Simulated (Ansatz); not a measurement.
A nudged elastic band was laid between two geometries of BFH₄O (7 atoms, charge 0, multiplicity 1).

The calculation used RKS B3LYP-D4/def2-SVP (Ansatz 0.2.0).

```yaml
movable_images: 7
climbing_image: yes
spring: 5.0 eV/Å²
optimiser: quadratic models (default)
start_path: through a guess of the saddle point
force_threshold: 0.05 eV/Å
iteration_limit: 60
end_points: relaxed
```

Image 0:

```xyz
7
Properties=species:S:1:pos:R:3
B -0.010 0.005 0.060
F -0.396 0.488 1.287
H 1.158 0.182 -0.229
H -0.858 0.048 -0.811
O 0.015 -1.720 0.361
H -0.873 -1.980 0.660
H 0.606 -1.877 1.117
```

Image 8:

```xyz
7
Properties=species:S:1:pos:R:3
B -0.154 -0.318 -0.569
F 0.884 -0.527 2.561
H 0.568 0.591 -0.260
H -0.660 -0.428 -1.660
O -0.396 -1.260 0.381
H -0.979 -1.981 0.109
H 0.379 -0.930 1.883
```

Task: Which bonds break or form, and what moves?

Result: Bonds broken: B1–F2, O5–H7. Bonds formed: F2–H7. BFH4O becomes BH3O + FH.

Task: What energy profile does the band end with?

Result: The forces met the threshold. The highest image is number 3 of 0 to 8, 0.87 eV above the first end and 0.53 eV above the last; the last end lies 0.34 eV above the first. A vibrational analysis at the climbing image gives one clearly imaginary mode, 915i cm⁻¹: a first-order saddle point. The orbitals stay closed-shell, which can raise the energy where a bond breaks towards radicals; this wasn't checked here.

```tsv
image	path coordinate (Å)	energy (eV)	B1–F2 (Å)	O5–H7 (Å)	F2–H7 (Å)
0	0.00	0.00	1.37	0.97	2.57
1	0.57	0.01	1.38	0.97	2.31
2	1.14	0.13	1.41	0.99	1.77
3	1.71	0.87	1.67	1.29	1.11
4	2.29	0.48	2.26	1.76	0.94
5	2.87	0.38	2.79	1.86	0.93
6	3.45	0.37	3.08	1.79	0.94
7	4.03	0.35	3.26	1.74	0.94
8	4.61	0.34	3.30	1.72	0.94
```

Task: What is the geometry of the highest image?

Result: 
```xyz
7
Properties=species:S:1:pos:R:3
B 0.072 -0.275 -0.076
F -0.051 0.111 1.544
H 1.136 0.147 -0.443
H -0.963 0.041 -0.609
O 0.128 -1.709 0.379
H -0.702 -2.172 0.197
H 0.021 -0.996 1.453
```

Task: What are the harmonic wavenumbers there?

Result: 915i, 524, 615, 767, 814, 836, 945, 1105, 1202, 1241, 1278, 2001, 2575, 2687, 3825 cm⁻¹.

Time of the run: 100 s on 1 thread of Arm Neoverse V2, with other jobs on the host, peak memory 0.11 GiB.
